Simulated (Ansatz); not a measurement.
System: rock-salt RbBr. Method: RPBE (Ansatz, an electronic-structure program, plane waves, PAW).

Numerical settings: plane-wave cutoff 520 eV, 8×8×8 k mesh, Fermi–Dirac smearing 0.01 eV, scalar-relativistic PAW data made under PBE.

Pressure at four volumes; x = ln(V/47.709 Å³). One pressure is withheld.

```csv
V (Å³/atom),x,P (GPa)
44.846,-0.0619,0.650
47.709,0.0000,0.000
49.617,0.0392,-0.326
50.571,0.0583,?
```

Problem. Pass a parabola P(x) through the three rows shown, estimate the bulk modulus and its pressure derivative near zero pressure, and predict the withheld pressure.

Solution. Slopes between the rows: (0.000 − (0.650))/(0.0000 − (-0.0619)) = -10.50 and (-0.326 − (0.000))/(0.0392 − (0.0000)) = -8.32 GPa. Their difference over the span 0.1011 is c = 2.18/0.1011 = 21.6 GPa, so P(x) = 0.650 + (-10.50)(x − (-0.0619)) + 21.6 (x − (-0.0619))(x − (0.0000)). At the middle row B = −dP/dx = −[-10.50 + 21.6 × 0.0619] = 9.2 GPa, and B′ = dB/dP = 2c/B = 4.7. At x = 0.0583 the parabola gives -0.461 GPa; the run gives -0.463 GPa. The Birch–Murnaghan fit to the energies at all volumes has B0 = 9.10 GPa and B′ = 4.6.

Measured, for comparison: bulk modulus 16 GPa (4 K, zero-point motion not removed; as tabulated in Doll and Stoll (1998), arXiv:cond-mat/9801031). Computed (rounded) less measured: bulk modulus -43 %.

Note: the cell is over a tenth larger than the published one: the level's own overestimate first of all, though another phase or state, or a fault of the published cell, is possible.
